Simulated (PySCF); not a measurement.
**Spin–spin coupling constants**

Molfile (atoms numbered from 1):
```
C4H5
     RDKit          3D

  9  9  0  0  0  0  0  0  0  0999 V2000
   -1.3348   -0.0401   -0.0300 C   0  0  0  0  0  0  0  0  0  0  0  0
    0.1189   -0.0147   -0.0061 C   0  0  0  0  0  0  0  0  0  0  0  0
    1.2972    0.6946   -0.0108 C   0  0  0  0  0  0  0  0  0  0  0  0
    1.3315   -0.6603    0.0377 C   0  0  0  0  0  0  0  0  0  0  0  0
   -1.7321   -1.0608   -0.0711 H   0  0  0  0  0  0  0  0  0  0  0  0
   -1.6928    0.5555   -0.8862 H   0  0  0  0  0  0  0  0  0  0  0  0
   -1.7060    0.4755    0.8732 H   0  0  0  0  0  0  0  0  0  0  0  0
    1.8325    1.6470   -0.0364 H   0  0  0  0  0  0  0  0  0  0  0  0
    1.9129   -1.5847    0.0791 H   0  0  0  0  0  0  0  0  0  0  0  0
  1  2  1  0
  2  3  1  0
  3  4  2  0
  4  2  1  0
  1  5  1  0
  1  6  1  0
  1  7  1  0
  3  8  1  0
  4  9  1  0
M  CHG  1   2   1
M  END
```

Method: B3LYP/pcJ-1//PBE0-D3(BJ)/def2-SVP, PySCF 2.14; isolated molecule, single conformer, non-relativistic. Couplings are averaged over pairs made equivalent by symmetry, fast rotation or ring inversion, so a value needn't be that of the named pair in this geometry, while other rotamers aren't included; one pair stands for each set, and the list holds those of at least 1.5 Hz over up to four bonds.

Isotopes: $^{13}$C, $^{1}$H.

```json
{"pair": "C1, C2", "bonds": "1", "J (Hz)": "52.9"}
{"pair": "C1, H5", "bonds": "1", "J (Hz)": "146.2"}
{"pair": "C2, C3", "bonds": "1", "J (Hz)": "26.0"}
{"pair": "C3, C4", "bonds": "1", "J (Hz)": "?"}
{"pair": "C3, H8", "bonds": "1", "J (Hz)": "272.2"}
{"pair": "C1, C3", "bonds": "2", "J (Hz)": "-1.9"}
{"pair": "C2, H5", "bonds": "2", "J (Hz)": "?"}
{"pair": "C2, H8", "bonds": "2", "J (Hz)": "2.7"}
{"pair": "H5, H6", "bonds": "2", "J (Hz)": "?"}
{"pair": "C3, H5", "bonds": "3", "J (Hz)": "5.1"}
```

Problem. Estimate the withheld couplings, with signs.

Solution. 
- $^{1}J$(C3,C4) = 28.0 Hz (bond length 1.356 Å)
- $^{2}J$(C2,H5) = -6.0 Hz
- $^{2}J$(H5,H6) = -18.1 Hz (mean over equivalent pairs that range from -25.5 to -13.1 Hz in this conformer)
